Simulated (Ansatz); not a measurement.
# CH4BN: the cost of one run

Method: RKS r2SCAN-D4/def2-SVP, in Ansatz 0.2.0.

### 1 The structure to begin with

Bond lengths: B1–C2 1.506 Å, C2–N3 1.265 Å, B1–H4 1.142 Å, B1–H5 1.236 Å, C2–H6 1.101 Å, N3–H7 1.088 Å. Angles: B1–C2–N3 117.4°, B1–C2–H6 120.6°, N3–C2–H6 122.0°, C2–B1–H4 122.9°, C2–B1–H5 120.2°, H4–B1–H5 116.8°, C2–N3–H7 119.1°.

Coordinates:

```xyz
7

B    -0.8600    0.3047   -0.6015
C     0.3214    0.0944    0.3091
N     0.8489   -1.0556    0.3222
H    -1.2612   -0.5084   -1.2950
H    -1.4175    1.4071   -0.6533
H     0.7069    0.9201    0.9265
H     1.7228   -1.2302    0.9462
```

### 2 Relaxing the start

File input.yaml:

```yaml
crystal:
  periodic: [false, false, false]
  atoms:
    - { symbol: B, position_ang: [-0.86, 0.3047, -0.6015] }
    - { symbol: C, position_ang: [0.3214, 0.0944, 0.3091] }
    - { symbol: "N", position_ang: [0.8489, -1.0556, 0.3222] }
    - { symbol: H, position_ang: [-1.2612, -0.5084, -1.295] }
    - { symbol: H, position_ang: [-1.4175, 1.4071, -0.6533] }
    - { symbol: H, position_ang: [0.7069, 0.9201, 0.9265] }
    - { symbol: H, position_ang: [1.7228, -1.2302, 0.9462] }
basis:
  gaussian: { orbitals: def2-SVP }
hamiltonian:
  xc: r2scan
  dispersion: d4
relax:
  f_tol: 0.02
  max_steps: 40
scf:
  lower_state_search: "off"
```

Run with:

```
$ ansatz run input.yaml --threads 1 --pin off --max-ram 2048MiB --backend cpu --events-out ev --progress --plain --runs-dir out
```

**Question.** How long does this run take on 1 thread of Arm Neoverse V1, shared host, and how much memory does it need?

About 12 s, with a peak of 0.11 GiB.
